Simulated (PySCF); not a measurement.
## Core-level binding energies of `C/C(F)=C/C#N`

Compound: C4H4FN.
Numbering: `[CH3:1]/[C:2]([F:3])=[CH:4]/[C:5]#[N:6]`

Computed with delta-SCF UKS SCAN, pcX-2 on the ionised atom, pcseg-1 elsewhere, spin-free X2C in PySCF 2.14.0. Vertical ΔSCF values, vacuum level as zero.

**Question.** What binding energy does each computed site have?

**Answer.** 
```json
{"atom(s)": "F3", "bonded to": "C", "level": "F 1s", "binding energy (eV)": "693.87", "above the level's lowest (eV)": "0.00", "count": "1"}
{"atom(s)": "N6", "bonded to": "C (triple bond)", "level": "N 1s", "binding energy (eV)": "404.78", "above the level's lowest (eV)": "0.00", "count": "1"}
{"atom(s)": "C2", "bonded to": "F, C (double bond) and C", "level": "C 1s", "binding energy (eV)": "293.92", "above the level's lowest (eV)": "+2.04", "count": "1"}
{"atom(s)": "C5", "bonded to": "N (triple bond) and C", "level": "C 1s", "binding energy (eV)": "292.23", "above the level's lowest (eV)": "+0.35", "count": "1"}
{"atom(s)": "C1", "bonded to": "C and 3 H", "level": "C 1s", "binding energy (eV)": "292.10", "above the level's lowest (eV)": "+0.22", "count": "1"}
{"atom(s)": "C4", "bonded to": "C (double bond), C and H", "level": "C 1s", "binding energy (eV)": "291.88", "above the level's lowest (eV)": "0.00", "count": "1"}
```

The listed C 1s values span 2.04 eV, from C4 (bonded to C (double bond), C and H) to C2 (bonded to F, C (double bond) and C). The widest gap between neighbouring values is 1.69 eV, between 292.23 and 293.92 eV. Summing the Pauling electronegativity differences to the bonded atoms, each weighted by its formal bond order, gives -0.35 for the lowest site and +1.43 for the highest; the largest sum, +1.47, belongs to C5, 1.69 eV below the top. The smallest sum, -1.05, belongs to C1, 0.22 eV above the lowest.

**Question.** What is the C 1s shift of C1 against C2?

**Answer.** 292.10 − 293.92 = -1.82 eV, or -176 kJ/mol.

Spin contamination (⟨S²⟩ against 0.75 for a pure doublet) is marked for C 1s of C2 (0.87), which makes this value less certain. Geometry: PBE0-D3(BJ)/def2-SVP; no solvent, vibrations or thermal averaging.

The run took 46 s of wall time on an Arm Neoverse V1 with one thread (shared host).
